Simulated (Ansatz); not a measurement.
# BCl+ (doublet): from Hartree-Fock to the top rungs, cc-pVDZ

The task here is to estimate one member of a computed series from the others.

Program: Ansatz 0.2.0, Gaussian basis. Level of theory: cc-pVDZ, core rule «outside noble gas», up to 6 orbitals frozen. These are calculated values, not measurements.

The runs, in order: UHF; CCSD(T) on ROHF; CCSD(T) on UHF; BCCD(T) on ROHF; CISD as a restricted active space (open shells left free, so some higher excitations enter); CCSDT(Q) on ROHF; CCSDT(Q) on UHF; CASSCF and MRCISD+Q, 9 electrons in 8 orbitals; CASSCF and NEVPT2, 9 electrons in 8 orbitals.

7 further runs of the same task are left out: 1 that didn't finish, 6 set aside as unsound or not needed. Runs told in other sessions of the task aren't counted.

### What is computed

The geometry is a PBE0/def2-TZVP stationary point (not a proven minimum).

2 atoms, charge 1, spin multiplicity 2.

Atoms are counted from 1 here; the program's logs count them from 0.

Bond lengths: B1–Cl2 1.596 Å.

Geometry (Å):

```xyz
2
BCl
B     0.0000    0.0000    0.0000
Cl    0.0000    0.0000    1.5964
```

The first run:

Contents of in.yaml:

```yaml
crystal:
  periodic: [false, false, false]
  atoms:
    - {symbol: B, position_ang: [0.000000, 0.000000, 0.000000]}
    - {symbol: Cl, position_ang: [0.000000, 0.000000, 1.596400]}
basis:
  gaussian: {orbitals: cc-pVDZ}
total_charge: 1
magnetization: {spin_polarized: true, initial_magnetization: 1}
hamiltonian: {xc: hf}
output: {orbitals: {seedname: orbitals}}
```

Launch:

```console
ansatz run in.yaml --threads 1 --pin off --events-out ev --progress --plain --max-ram 2393MiB
```

Steps of the session up to this table: UHF; CCSD(T) on ROHF; CCSD(T) on UHF; BCCD(T) on ROHF; CISD as a restricted active space (open shells left free, so some higher excitations enter); CCSDT(Q) on ROHF; CCSDT(Q) on UHF; CASSCF and MRCISD+Q, 9 electrons in 8 orbitals; CASSCF and NEVPT2, 9 electrons in 8 orbitals.

One table of the session follows, with a row left open; its other results are not shown here.

```
          method  from UCCSDT(Q) (kcal/mol)
            ROHF                    +125.42
             UHF                    +124.59
            RMP2                     +16.57
            UMP2                     +16.15
            CISD                     +11.68
           RCCSD                      +5.46
           UCCSD                      +5.46
        RCCSD(T)                      +0.87
        UCCSD(T)                      +0.88
         BCCD(T)                      +0.89
          RCCSDT                      +0.30
          UCCSDT                      +0.31
       RCCSDT(Q)                      +0.11
       UCCSDT(Q)                          0
  CASSCF valence                     +81.33
  NEVPT2 valence                     +17.30
  MRCISD valence                      +4.71
MRCISD+Q valence                          ?
```

Estimate the missing values for MRCISD+Q valence.

As computed: from UCCSDT(Q) (kcal/mol): +0.78. In the column «from UCCSDT(Q) (kcal/mol)» it lies between UCCSDT (+0.31) and RCCSD(T) (+0.87).

Limits of these values: Restricted and unrestricted rows rest on different reference determinants; a gap between their highest levels can come from leftover correlation error, from unlike frozen cores or from another state.
